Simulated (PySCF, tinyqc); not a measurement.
Worked calculation: RKS/exchange-only LDA in the sto-3g basis, for BH, spin multiplicity 1. The lowest restricted solution is unstable here: a spin-polarised one lies 0.0001 hartree lower (PySCF). One step of it, computed by the program tinyqc.

Question. Iteration 2: building the Kohn-Sham matrix. J_ij = sum D_kl (ij|kl); F = H + J + V_xc; E = tr D H + tr D J / 2 + E_xc + E_nn.

D after iteration 1, lower triangle:
```
            1B 1s      1B 2s    1B 2px    1B 2py     1B 2pz     2H 1s
1B 1s    2.157197
1B 2s   -0.586146   2.186090
1B 2px   0.000000   0.000000  0.000000
1B 2py   0.000000   0.000000  0.000000  0.000000
1B 2pz  -0.045603   0.155431  0.000000  0.000000   1.042728
2H 1s    0.057737  -0.243297  0.000000  0.000000  -0.030259  1.014413
```

core Hamiltonian H = T + V (hartree), lower triangle:
```
             1B 1s      1B 2s     1B 2px     1B 2py     1B 2pz      2H 1s
1B 1s   -12.579979
1B 2s    -3.257057  -3.671168
1B 2px    0.000000   0.000000  -2.864864
1B 2py    0.000000   0.000000   0.000000  -2.864864
1B 2pz   -0.006298  -0.064060   0.000000   0.000000  -2.898789
2H 1s    -0.119268  -0.441629   0.000000   0.000000  -0.507930  -1.760662
```

Two-electron integrals (ij|kl) in chemists' order, unique and non-zero (hartree):
```
(11|11) 2.923513   (21|11) 0.518376   (21|21) 0.109262   (22|11) 0.744229
(22|21) 0.193177   (22|22) 0.544804   (31|31) 0.020264   (32|31) 0.029996
(32|32) 0.120346   (33|11) 0.742491   (33|21) 0.193240   (33|22) 0.544682
(33|33) 0.586773   (41|41) 0.020264   (42|41) 0.029996   (42|42) 0.120346
(43|43) 0.031630   (44|11) 0.742491   (44|21) 0.193240   (44|22) 0.544682
(44|33) 0.523513   (44|44) 0.586773   (51|51) 0.020264   (52|51) 0.029996
(52|52) 0.120346   (53|53) 0.031630   (54|54) 0.031630   (55|11) 0.742491
(55|21) 0.193240   (55|22) 0.544682   (55|33) 0.523513   (55|44) 0.523513
(55|55) 0.586773   (61|11) 0.018534   (61|21) 0.003899   (61|22) 0.006939
(61|33) 0.006910   (61|44) 0.006910   (61|51) 0.000300   (61|52) 0.000554
(61|55) 0.007000   (61|61) 0.000144   (62|11) 0.068778   (62|21) 0.018268
(62|22) 0.060158   (62|33) 0.058313   (62|44) 0.058313   (62|51) 0.001967
(62|52) 0.013957   (62|55) 0.063781   (62|61) 0.000700   (62|62) 0.011701
(63|31) 0.001417   (63|32) 0.007445   (63|53) 0.002353   (63|63) 0.000955
(64|41) 0.001417   (64|42) 0.007445   (64|54) 0.002353   (64|64) 0.000955
(65|11) 0.078073   (65|21) 0.020928   (65|22) 0.072070   (65|33) 0.068733
(65|44) 0.068733   (65|51) 0.003151   (65|52) 0.021465   (65|55) 0.078657
(65|61) 0.000822   (65|62) 0.016019   (65|65) 0.022451   (66|11) 0.258802
(66|21) 0.069692   (66|22) 0.257403   (66|33) 0.247015   (66|44) 0.247015
(66|51) 0.006265   (66|52) 0.062008   (66|55) 0.277901   (66|61) 0.002654
(66|62) 0.073803   (66|65) 0.108612   (66|66) 0.774606
```

nuclear repulsion = 1.29446480 hartree

V_xc (hartree), lower triangle:
```
            1B 1s      1B 2s     1B 2px     1B 2py     1B 2pz      2H 1s
1B 1s   -1.707261
1B 2s   -0.262237  -0.382687
1B 2px   0.000000   0.000000  -0.364068
1B 2py   0.000000   0.000000   0.000000  -0.364068
1B 2pz  -0.001356  -0.010732   0.000000   0.000000  -0.410653
2H 1s   -0.009522  -0.046844   0.000000   0.000000  -0.060404  -0.359063
```

E_xc = sum of w rho eps_xc = -3.73677608 hartree

Give: Coulomb J; Kohn-Sham matrix F; total energy of this density.

Answer.

Coulomb J (hartree), lower triangle:
```
         1B 1s   1B 2s  1B 2px  1B 2py  1B 2pz   2H 1s
1B 1s   8.3266
1B 2s   1.6749  3.3662
1B 2px  0.0000  0.0000  3.3306
1B 2py  0.0000  0.0000  0.0000  3.3306
1B 2pz  0.0127  0.0896  0.0000  0.0000  3.4247
2H 1s   0.0603  0.3974  0.0000  0.0000  0.4910  2.0914
```

Kohn-Sham matrix F (hartree), lower triangle:
```
          1B 1s    1B 2s  1B 2px  1B 2py   1B 2pz    2H 1s
1B 1s   -5.9607
1B 2s   -1.8444  -0.6876
1B 2px   0.0000   0.0000  0.1017
1B 2py   0.0000   0.0000  0.0000  0.1017
1B 2pz   0.0051   0.0148  0.0000  0.0000   0.1152
2H 1s   -0.0684  -0.0911  0.0000  0.0000  -0.0774  -0.0284
```

total energy of this density = -23.953059 hartree

This density is a damped mixture and is not idempotent.
